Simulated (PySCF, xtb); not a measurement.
BeH, SMILES [BeH+], charge +1.

GFN2-xTB in xtb at its own geometry gives an orbital gap of 3.87 eV.

The structure is a stationary point at r2SCAN-D4/def2-TZVPD. The multiplicity is an assumed one; other spin states were not compared.

Problem. What does HF/def2-TZVPD run with PySCF give? (The exact figures need the calculation; the answer reports its results.)

Solution. gap 12.51 eV (levels -20.35 and -7.84 eV).
